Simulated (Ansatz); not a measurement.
## Energy profile

The step: CH₅B ([BH2][CH3]) + H₂O → BH₃O ([BH2][OH]) + CH₄; bonds formed: C2–H5; dative contacts that become bonds: B1–O6; bonds broken: B1–C2, H5–O6 (atoms numbered as in the saddle structure below).

| atom | x (Å) | y (Å) | z (Å) |
| --- | --- | --- | --- |
| B1 | -0.3043 | -0.7569 | 0.1004 |
| C2 | 0.8700 | 0.4874 | -0.3603 |
| H3 | -0.4074 | -1.5092 | -0.8244 |
| H4 | 0.0292 | -1.1941 | 1.1677 |
| H5 | -0.4698 | 0.6408 | -0.0463 |
| O6 | -1.5863 | 0.1568 | 0.2161 |
| H7 | 0.8078 | 0.9348 | -1.3551 |
| H8 | 1.2168 | 1.2285 | 0.3659 |
| H9 | 1.6434 | -0.2826 | -0.4071 |
| H10 | -1.7993 | 0.2945 | 1.1430 |

Electronic energies by CCSD(T) at an estimated basis limit (MP2 extrapolated from triple and quadruple zeta, plus CCSD(T) − MP2 in triple zeta), on PBE0-D4/def2-TZVP structures; CH7BO, singlet; no counterpoise correction. Computed with Ansatz 0.2.0 (basis: def2-TZVPP and def2-QZVPP); correlated methods freeze the cores. Extrapolation: Hartree–Fock as exp(−7.88 √X), correlation as X^−2.97.

Task: Give the profile in kJ/mol, counted from the separated reactants. (To be estimated.)

Result: The calculation gives:
```
                                                                                                   point  kJ/mol
separated: CH5B (linked as [BH2][CH3]; B1, C2, H3, H4, H7, H8, H9; singlet) + H2O (H5, O6, H10; singlet)     0.0
                                                                                         start structure   -43.2
                                                                                                  saddle    75.8
                                                                                           end structure  -146.2
 separated: BH3O (linked as [BH2][OH]; B1, H3, H4, O6, H10; singlet) + CH4 (C2, H5, H7, H8, H9; singlet)  -142.4
```

No T1 diagnostic of these runs exceeds 0.014.

The step is the kind of ligand exchange by which a precursor binds to a hydroxyl group, or is hydrolysed, in atomic layer deposition of oxides.

For scale, one of the runs: CCSD(T)/def2-TZVPP, 191 basis functions (an equivalent command: `ansatz run in.yaml --threads 2`). Hardware: 2 CPU threads, shared host. Wall time 23 s; peak host memory 2.4 GiB.
